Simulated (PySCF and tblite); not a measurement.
Values are calculated unless marked as measured or tabulated.
C₄H₈F₂, numbered as in [CH3:1][CH:2]([CH3:3])[CH:4]([F:5])[F:6].

The ensemble was built from 90 distance-geometry starts (ETKDG and KDG, MMFF94s, GFN2-xTB) and rests on PBE0-D3(BJ)/def2-SVP geometries. Weights use CAM-B3LYP-D3(BJ)/def2-TZVP (IEF-PCM, chloroform) energies plus GFN2-xTB zero-point and thermal terms (modes under about 100 cm⁻¹ blended into free rotors). Symmetry numbers and mirror images are counted. Conformers within 3 kcal/mol (GFN2-xTB free energy) were kept, 8 at most. GIAO shieldings: wB97X-D/pcSseg-1 (IEF-PCM, chloroform). Shifts are against TMS (¹H), TMS (¹³C), CFCl3 (¹⁹F) at the same level. Codes: tblite and PySCF.

Torsions listed: C1–C2–C4–F5. Of a mirror pair one member is shown.

```tsv
conformer	shape	symmetry	E(GFN2) kcal/mol	E(DFT) kcal/mol
1	57°	C1 (pair)	0.52	0.18
2	176°	Cs	0.00	0.00
```

(1) How much do the weights at 298.15 K and the averaged shift of H4 depend on how the conformers are weighted?

## Answers

(1) 
```tsv
weighting	1 (%)	2 (%)	δ (ppm)	rms dipole (D)
DFT energy with thermal terms, symmetry and mirror images (full scheme)	58	42	5.63	2.55
DFT energy with symmetry and mirror images	60	40	5.64	2.55
bare DFT energy	42	58	5.56	2.55
GFN2-xTB energy with symmetry and mirror images	45	55	5.58	2.55
GFN2-xTB free energy	44	56	5.57	2.55
leading conformer alone	100	0	5.80	2.55
equal weights	50	50	5.60	2.55
```

The largest departure from the full scheme, 0.18 ppm, comes with: leading conformer alone.
